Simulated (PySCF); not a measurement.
## How the method changes the constants of CCl

State: ²Π (doublet), unpaired electrons π ↑. Set-up: C pcseg-1, Cl pcseg-1; no relativity (PySCF 2.14). De refers to C + Cl in their high-spin ground configurations, without counterpoise correction. The functionals are run spin-unrestricted. A positive dipole means C(−)Cl(+).

| Level | Re (Å) | ωe (cm⁻¹) | De (eV) | μ (D) |
| --- | --- | --- | --- | --- |
| UHF | 1.676 | 870 | 2.00 | 0.83 |
| UHF-MP2 | 1.667 | 886 | 3.57 | n/a |
| UHF-SCS-MP2 | 1.674 | 869 | 3.44 | n/a |
| UHF-CCSD | 1.680 | 864 | 3.35 | n/a |
| UHF-CCSD(T) | 1.684 | 852 | 3.52 | n/a |
| PBE | 1.689 | 836 | 4.49 | 1.39 |
| PW91 | 1.689 | 834 | 4.49 | 1.38 |
| BLYP | 1.710 | 791 | 4.17 | 1.27 |
| r²SCAN | 1.679 | 852 | 4.14 | 1.33 |
| PBE0 | 1.669 | 878 | 4.11 | 1.32 |
| r²SCAN0 | 1.666 | 881 | 3.84 | 1.27 |
| LC-ωPBE | 1.650 | 929 | 3.85 | 1.41 |

The bond length runs from 1.650 Å (LC-ωPBE) to 1.710 Å (BLYP). De spans 2.00 eV (UHF, mean field) to 4.49 eV (PBE, GGA). Correlation at CCSD(T) changes the Hartree–Fock bond energy by +1.52 eV; the triples alone change it by +0.17 eV.

Correlated steps freeze 6 core orbitals. Correlated levels converge slowly with the basis: in double zeta they bind strong bonds too weakly, by up to about 1 eV, and carry superposition errors of some tenths. The state was picked by a PBE0 search and need not be the measured ground state.
